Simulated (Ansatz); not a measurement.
A nudged elastic band was laid between two geometries of C₂H₅ClN₂ (10 atoms, charge 0, multiplicity 1).

The calculation used UKS PBE-D4/6-31G* (Ansatz).

```json
{"movable images": "5", "climbing image": "yes", "spring": "5.0 eV/Å²", "optimiser": "quadratic models (default)", "start path": "through a guess of the saddle point", "force threshold": "0.05 eV/Å", "iteration limit": "60", "end points": "relaxed"}
```

Image 0:

```xyz
10
Properties=species:S:1:pos:R:3
C -0.965 -0.256 1.355
N 0.185 -0.435 0.503
C 0.378 0.185 -0.577
N 1.530 0.122 -1.329
Cl -0.789 1.379 -1.344
H -1.715 0.443 0.938
H -0.639 0.123 2.341
H -1.449 -1.234 1.528
H 1.424 0.292 -2.327
H 2.124 -0.671 -1.085
```

Image 6:

```xyz
10
Properties=species:S:1:pos:R:3
C -1.317 -0.241 1.259
N -0.147 0.035 0.672
C 0.227 0.354 -0.595
N 1.566 0.126 -0.919
Cl -1.070 0.152 -1.808
H -1.338 -0.290 2.345
H 0.680 0.051 1.278
H -2.218 -0.266 0.652
H 1.939 0.832 -1.559
H 1.760 -0.804 -1.322
```

Task: Which bonds break or form, and what moves?

Result: Bonds broken: C1–H7. Bonds formed: N2–H7.

Task: What energy profile does the band end with?

Result: The forces met the threshold. The highest image is number 5 of 0 to 6, 228.7 kJ/mol above the first end and 45.2 kJ/mol above the last; the last end lies 183.5 kJ/mol above the first. The profile has 2 maxima (images 1, 5) with wells between them (image 2): this band takes more than one step, which may be the mechanism or a detour left from its start path. Neighbouring images differ by up to 1.8 eV, so the band resolves the path poorly. A vibrational analysis at the climbing image gives one clearly imaginary mode, 245i cm⁻¹: a first-order saddle point. The orbitals stay closed-shell, which can raise the energy where a bond breaks towards radicals; this wasn't checked here.

```csv
image,path coordinate (Å),energy (kJ/mol),C1–H7 (Å),N2–H7 (Å)
0,0.00,0.0,1.11,2.09
1,1.56,2.4,1.10,2.09
2,3.11,0.0,1.10,2.09
3,4.67,173.7,1.13,1.62
4,6.23,184.2,2.02,1.03
5,7.78,228.7,2.01,1.02
6,9.36,183.5,2.02,1.03
```

Task: What is the geometry of the highest image?

Result: 
```xyz
10
Properties=species:S:1:pos:R:3
C -1.327 -0.025 1.292
N -0.146 -0.114 0.629
C 0.195 -0.074 -0.679
N 1.509 0.388 -1.046
Cl -1.070 0.403 -1.788
H -1.355 -0.456 2.292
H 0.670 -0.250 1.232
H -2.232 0.086 0.701
H 1.627 0.196 -2.048
H 2.211 -0.206 -0.581
```

The run took 6.1 min on 2 threads of Arm Neoverse V1, on a shared host, peak memory 0.15 GiB.
